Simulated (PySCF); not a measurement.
**Magnetisability: SMILES O=C(Cl)/C=C/F, C3H2ClFO**

Molfile (atoms numbered from 1):
```
C3H2ClFO
     RDKit          3D

  8  7  0  0  0  0  0  0  0  0999 V2000
    1.4120   -1.2763    0.3690 O   0  0  0  0  0  0  0  0  0  0  0  0
    1.1009   -0.3777   -0.3456 C   0  0  0  0  0  0  0  0  0  0  0  0
    2.1919    0.1887   -1.6368 Cl  0  0  0  0  0  0  0  0  0  0  0  0
   -0.1473    0.3898   -0.3083 C   0  0  0  0  0  0  0  0  0  0  0  0
   -1.0536    0.0718    0.6229 C   0  0  0  0  0  0  0  0  0  0  0  0
   -2.1956    0.7062    0.7375 F   0  0  0  0  0  0  0  0  0  0  0  0
   -0.3183    1.1960   -1.0218 H   0  0  0  0  0  0  0  0  0  0  0  0
   -0.9141   -0.7316    1.3538 H   0  0  0  0  0  0  0  0  0  0  0  0
  1  2  2  0
  2  3  1  0
  2  4  1  0
  4  5  2  0
  5  6  1  0
  4  7  1  0
  5  8  1  0
M  END
```

Theory: GIAO LDA/MINI magnetisability, non-relativistic, IEF-PCM tetrahydrofuran in PySCF 2.14.0. Geometry: PBE0-D3(BJ)/def2-SVP.

(1) What are the magnetisability and the molar susceptibility?

(2) Split it along the inertial axes a, b, c into diamagnetic and paramagnetic parts about the centre of mass, with the quadrupole moment.

Results:

(1) Isotropic -789 × 10⁻³⁰ J/T², or -47.5 × 10⁻⁶ cm³/mol; principal values -886, -832, -648 × 10⁻³⁰ J/T², anisotropy 217 × 10⁻³⁰ J/T² (root of half the summed squared differences of the principal values). The susceptibility is in cgs units.

(2) 
```csv
axis,χ (10⁻⁶ cm³/mol),diamagnetic (10⁻⁶ cm³/mol),paramagnetic (10⁻⁶ cm³/mol),summed x² of all electrons (Å²),quadrupole Θ (D Å)
a,-49.3,-222.0,172.7,191.3,-0.34
b,-39.8,-850.0,810.2,43.3,+0.32
c,-53.4,-995.1,941.7,9.1,+0.02
```
Anisotropies 2χaa − χbb − χcc = -5.4 and 2χbb − χaa − χcc = +23.0 × 10⁻⁶ cm³/mol. Θ is traceless in Buckingham's convention.
